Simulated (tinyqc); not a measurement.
Worked calculation: RHF in the sto-6g basis, for H2O, spin multiplicity 1. One step of it, computed by the program tinyqc.

Task: Orthogonalisation. S = U s U^T; canonical form X = U s^(-1/2), so that X^T S X = 1. Each column of U has its largest component positive (the first on a tie).

overlap S, lower triangle:
```
           1O 1s     1O 2s    1O 2px     1O 2py    1O 2pz     2H 1s     3H 1s
1O 1s   1.000000
1O 2s   0.231145  1.000000
1O 2px  0.000000  0.000000  1.000000
1O 2py  0.000000  0.000000  0.000000   1.000000
1O 2pz  0.000000  0.000000  0.000000   0.000000  1.000000
2H 1s   0.044346  0.415526  0.000000   0.292230  0.205781  1.000000
3H 1s   0.046911  0.430485  0.000000  -0.299671  0.211051  0.190116  1.000000
```

Give: eigenvalues of S; X.

Result:

eigenvalues of S: 0.397  0.477  0.892  1.000  1.088  1.334  1.812

X:
```
             1       2       3      4       5       6       7
1O 1s   -0.315  -0.038   0.749  0.000  -0.613   0.004   0.169
1O 2s    1.095   0.104  -0.283  0.000  -0.288   0.006   0.444
1O 2px   0.000   0.000   0.000  1.000   0.000   0.000   0.000
1O 2py  -0.102   0.899   0.001  0.000  -0.003   0.677  -0.008
1O 2pz   0.480   0.046   0.651  0.000   0.651   0.004   0.195
2H 1s   -0.598  -0.864  -0.171  0.000   0.139   0.390   0.373
3H 1s   -0.788   0.728  -0.166  0.000   0.136  -0.374   0.386
```
